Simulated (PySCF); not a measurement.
Level of theory: PBE-D3(BJ)/def2-TZVP // PBE0-D3(BJ)/def2-TZVP (PySCF). Gas-phase values, no solvent. 

Reference species (SMILES): `CC1CC1` (neutral, multiplicity 1).

```json
{
 "HOMO–LUMO gap": "7.37 eV"
}
```

Changed species: `C1CCC1`.

Q: What does the change do to the HOMO–LUMO gap?

A: the HOMO–LUMO gap rises by 0.43 eV, to 7.80 eV.
